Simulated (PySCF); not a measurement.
# SN2: relaxation and vibrations of the singlet

The task is one start of a wider search on SN2: the singlet, from a side-on start. It is relaxed, tested by its Hessian and followed downhill if it is a saddle.

The runs use PySCF 2.14.0; BP86, basis S def2-TZVP, N def2-TZVP, no relativity, density fitting.

### Step 1. Starting geometry

3 atoms, charge 0, spin multiplicity 1.

Bond lengths: S1–N2 1.792 Å, S1–N3 1.792 Å, N2–N3 1.200 Å. Angles: N2–S1–N3 39.1°, S1–N2–N3 70.4°, S1–N3–N2 70.4°.

```xyz
3
charge 0 multiplicity 1
S     0.0000    0.0000    0.0000
N     0.6000    0.0000    1.6888
N    -0.6000    0.0000    1.6888
```

### Step 2. Finding the electronic state

One driver script runs all steps and calls PySCF; scf.py shows how it sets up the SCF of each step. The optimiser is the driver's own. The state is first sought with PBE. After this first run the driver tries any further starts and a stability analysis.

scf.py reads:

```python
from pyscf import gto, scf, dft
mol = gto.M(atom='''
S      0.000000     0.000000     0.000000
N      0.600000     0.000000     1.688800
N     -0.600000     0.000000     1.688800''',
    basis={'S': 'def2-TZVP', 'N': 'def2-TZVP'},
    charge=0, spin=0)
mf = dft.RKS(mol, xc='PBE')
mf.grids.atom_grid = (50, 194)
aux = {'S': 'def2-universal-JKFIT', 'N': 'def2-universal-JKFIT'}
mf = mf.density_fit(auxbasis=aux)
mf.conv_tol = 1e-08
mf.diis_space = 10
mf.max_cycle = 60
mf.init_guess = 'minao'
mf.verbose = 4
mf.kernel()
```

Launch:

```console
$ OMP_NUM_THREADS=2 python axn.py task.json out
```

Log:

```text
init E= -507.786497709543
  HOMO = -0.232685272751848  LUMO = -0.109298167533343  gap/eV = 3.35753
cycle= 1 E= -507.344074320713  delta_E= 0.442  |g|= 0.349  |ddm|= 1.77
  HOMO = -0.226316614674865  LUMO = -0.188943158757695  gap/eV = 1.01698
cycle= 2 E= -505.575590406451  delta_E= 1.77  |g|= 2.26  |ddm|= 2.12
  HOMO = -0.227718210696349  LUMO = -0.141157283814788  gap/eV = 2.35544
cycle= 3 E= -507.372367513095  delta_E= -1.8  |g|= 0.13  |ddm|= 2.05
  HOMO = -0.210876322462372  LUMO = -0.135680763360355  gap/eV = 2.04618
cycle= 4 E= -507.375324373954  delta_E= -0.00296  |g|= 0.0524  |ddm|= 0.142
  HOMO = -0.217342720225581  LUMO = -0.144593157163886  gap/eV = 1.97962
cycle= 5 E= -507.37596655047  delta_E= -0.000642  |g|= 0.0124  |ddm|= 0.058
  HOMO = -0.216075591305401  LUMO = -0.143420314634643  gap/eV = 1.97705
cycle= 6 E= -507.376006434801  delta_E= -3.99e-05  |g|= 0.00166  |ddm|= 0.0134
  HOMO = -0.215864526671847  LUMO = -0.143387724259235  gap/eV = 1.97219
cycle= 7 E= -507.376007120208  delta_E= -6.85e-07  |g|= 0.000567  |ddm|= 0.00212
  HOMO = -0.215914927622357  LUMO = -0.143391779969505  gap/eV = 1.97346
cycle= 8 E= -507.376007221574  delta_E= -1.01e-07  |g|= 4.67e-05  |ddm|= 0.000535
  HOMO = -0.215920788169377  LUMO = -0.14339077896808  gap/eV = 1.97364
cycle= 9 E= -507.376007222103  delta_E= -5.29e-10  |g|= 7.69e-06  |ddm|= 5.15e-05
  HOMO = -0.21591944894978  LUMO = -0.143390722808668  gap/eV = 1.97361
Extra cycle  E= -507.376007222101  delta_E= 1.71e-12  |g|= 8.44e-06  |ddm|= 1.31e-05
converged SCF energy = -507.376007222101
```

This step, with its further starts and checks, ran for 5.3 s (2 threads of AMD EPYC 9R45 (Zen 5), shared host).

Energies from each starting density:

| start | energy (Eh) |
| --- | --- |
| the minimal-basis guess | -507.376007 |
| a thermally smeared density | -507.376007 |
| a smeared PBE density | -507.376007 |

No lower closed-shell solution turned up from the other starts or in the test of internal stability.

### Step 3. Relaxation: side-on start, singlet

The program finds C2v symmetry in the start, which this walk keeps.

Changes to scf.py since step 2:

```diff
@@ -3,3 +3,3 @@
-S      0.000000     0.000000     0.000000
-N      0.600000     0.000000     1.688800
-N     -0.600000     0.000000     1.688800''',
+S      0.000000     0.000000    -0.788566
+N      0.600000     0.000000     0.900234
+N     -0.600000     0.000000     0.900234''',
@@ -8 +8 @@
-mf = dft.RKS(mol, xc='PBE')
+mf = dft.RKS(mol, xc='B88,P86')
@@ -15 +14,0 @@
-mf.init_guess = 'minao'
```

The optimiser's trace:

| step | energy (Eh) | change (kJ/mol) | largest symmetric gradient (Eh/bohr) |
| --- | --- | --- | --- |
| 0 | -507.707063 | 0.00 | 0.04739 |
| 1 | -507.711230 | -10.94 | 0.01659 |
| 2 | -507.712029 | -13.04 | 0.00484 |
| 3 | -507.712094 | -13.21 | 0.00294 |
| 4 | -507.712099 | -13.22 | 0.00030 |
| 5 | -507.712100 | -13.22 | 0.00000 |

The walk took 3.2 s.

After 5 steps and 13.2 kJ/mol it ends at C2v: N–N 1.179 Å, S–N 1.907 Å (×2); N–N–S 72.0° (×2), N–S–N 36.0°.

### Step 4. Frequencies

The point is checked on the finer grid, and tightened if its gradient asks for it. The Hessian and the dipole derivatives come from central differences of analytic gradients, with steps of 0.02 bohr.

Changes to scf.py since step 3:

```diff
@@ -3,3 +3,3 @@
-S      0.000000     0.000000    -0.788566
-N      0.600000     0.000000     0.900234
-N     -0.600000     0.000000     0.900234''',
+S      0.000000     0.000000    -0.846651
+N      0.589472     0.000000     0.966545
+N     -0.589472     0.000000     0.966545''',
@@ -9 +9 @@
-mf.grids.atom_grid = (50, 194)
+mf.grids.atom_grid = (75, 302)
@@ -12 +12 @@
-mf.conv_tol = 1e-08
+mf.conv_tol = 1e-10
```

The driver hands on the density of the step before, so the log starts near convergence.

Log of the central SCF (cycles and frontier levels):

```text
init E= -507.712099062028
  HOMO = -0.22698808089751  LUMO = -0.138428774830712  gap/eV = 2.40982
cycle= 1 E= -507.71209906108  delta_E= 9.48e-10  |g|= 5.91e-05  |ddm|= 5.89e-05
  HOMO = -0.226978227752888  LUMO = -0.138447097355585  gap/eV = 2.40905
cycle= 2 E= -507.712099049481  delta_E= 1.16e-08  |g|= 0.000207  |ddm|= 0.000205
  HOMO = -0.226985749234217  LUMO = -0.138432809584847  gap/eV = 2.40965
cycle= 3 E= -507.71209906211  delta_E= -1.26e-08  |g|= 2.6e-06  |ddm|= 0.000159
  HOMO = -0.226985800134816  LUMO = -0.138432783138159  gap/eV = 2.40965
cycle= 4 E= -507.712099062114  delta_E= -3.41e-12  |g|= 2.68e-07  |ddm|= 1.49e-06
  HOMO = -0.226985851804937  LUMO = -0.13843284898695  gap/eV = 2.40965
Extra cycle  E= -507.712099062114  delta_E= -5.68e-13  |g|= 6.89e-07  |ddm|= 5.85e-07
converged SCF energy = -507.712099062114
```

The whole step took 6.7 s.

Geometry: C2v; N–N 1.179 Å, S–N 1.907 Å (×2); N–N–S 72.0° (×2), N–S–N 36.0°.

Modes, for the most abundant isotopes:

| symmetry | ω (cm⁻¹) | IR (km/mol) | μ (u) |
| --- | --- | --- | --- |
| b2 | 352 | 3.5 | 14.64 |
| a1 | 502 | 4.1 | 18.91 |
| a1 | 1784 | 48.7 | 14.04 |

All wavenumbers are real: a minimum.

Properties at this point:

| Item | Value |
| --- | --- |
| Dipole moment | 0.22 D |
| Highest occupied level | -6.18 eV |
| Lowest empty level | -3.77 eV |
| Rotational constants | 1.732, 0.3435, 0.2866 cm⁻¹ |
| Zero-point energy | 15.8 kJ/mol |
| Principal polarisabilities | 18.6, 24.2, 41.8 bohr³ |
| Atomisation energy without zero-point energy | 987 kJ/mol |
| Principal traceless quadrupole moments about the centre of mass | -1.32, -1.28, 2.61 D Å |
| Entropy at 298.15 K and 1 bar | 252.8 J/(mol K) |
| Heat capacity Cp at 298.15 K | 45.2 J/(mol K) |
| Enthalpy at 298.15 K above 0 K | 11.45 kJ/mol |
| Rotational symmetry number | 2 |

Populations by atom (charges in e):

```
atom  Mulliken  Löwdin  polar tensor  Mayer order to S1
  S1     -0.07    0.12         -0.04                  –
N2,3      0.04   -0.06          0.02               0.86
```

Mulliken populations on S1: s 5.97, p 9.99, d 0.10, f 0.01.

### Step 5. Would spin polarisation lower it?

At the lowest minimum the closed shell is tested against spin polarisation, on the (50, 194) grid. It is stable.

### Step 6. Summary of results

| quantity | value |
| --- | --- |
| minimum | singlet, C2v |
| geometry | N–N 1.179 Å, S–N 1.907 Å (×2); N–N–S 72.0° (×2), N–S–N 36.0° |
| wavenumbers (cm⁻¹) | 352 (b2), 502 (a1), 1784 (a1) |
| dipole moment | 0.22 D |
| highest occupied, lowest empty level | -6.18, -3.77 eV |
| polar-tensor charge of S1 | -0.04 e |
| zero-point energy | 15.8 kJ/mol |
| entropy at 298.15 K | 252.8 J/(mol K) |
| atomisation energy (no zero-point energy) | 987 kJ/mol |

What this shows: The molecule stays C2v, as typed, and the end point is a minimum. In the infrared the band at 1784 cm⁻¹ (a1) leads. Only this shape and spin were tried, so other structures or states may lie lower.

The search up to here ran for 16 s (2 threads of AMD EPYC 9R45 (Zen 5), shared host).
